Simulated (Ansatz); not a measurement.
Molecule: formamide, CH3NO (charge 0, singlet). 
Coordinates optimised at B3LYP-D3(BJ)/def2-TZVP (Ansatz, a first-principles code):
SMILES: NC=O
```xyz
6

N     -1.0698     0.1943     0.1075
C      0.2724     0.3136    -0.0479
O      1.0507    -0.6113    -0.0819
H     -1.4767    -0.7220     0.2042
H     -1.6667     1.0020     0.1281
H      0.5920     1.3678    -0.1427
```
Charge 0, spin multiplicity 1.

Parts of the frozen-core correlation energy in STO-3G (Ansatz, hartree). Frozen orbitals: 3; correlated occupied orbitals by spin: 9 and 9; virtual: 6 and 6. Spin-orbit coupling is left out. No relativistic terms. The restricted reference is unstable.

```
term                            value
-------------------------  ----------
reference (HF)             -166.68544
MP2 opposite-spin            -0.12834
MP2 same-spin              (withheld)
CCSD correlation           (withheld)
(T)                        (withheld)
FCI minus CCSD(T)            -0.00106
T1 diagnostic                   0.013
largest doubles amplitude       0.127
```

Problem. Fill in the missing entries.

Solution. 
- MP2 same-spin, value: -0.02989
- CCSD correlation, value: -0.18625
- (T), value: -0.00560
